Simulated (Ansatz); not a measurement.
System: fluorite CeO2. Method: LDA (PAW; Ansatz, a program for electronic structure).

Settings: plane-wave cutoff 520 eV, 12×12×12 k mesh, Fermi–Dirac smearing 0.01 eV, no spin polarisation, scalar-relativistic PAW data made under PBE.

The cell has the measured lattice: a = b = c = 5.4097 Å, α = β = γ = 90.00°.

Q: Estimate the band gap, smallest direct gap on the k points sampled and direct gap at Γ that the calculation returns.

A: 
- band gap: 1.94 eV
- smallest direct gap on the k points sampled: 2.03 eV
- direct gap at Γ: 2.90 eV

Measured, for comparison: band gap 3 eV (temperature not stated, not corrected to a static lattice, O 2p to Ce 4f, our sources range from 3.00 to 3.20; as tabulated in Tran et al. (2019), arXiv:1908.01820).

Note: cell and atoms aren't relaxed at this level (pressure -5.5 GPa).

Spin–orbit coupling is not included.

Computed values are for the static lattice.

Computing time: very roughly 4 core-seconds.
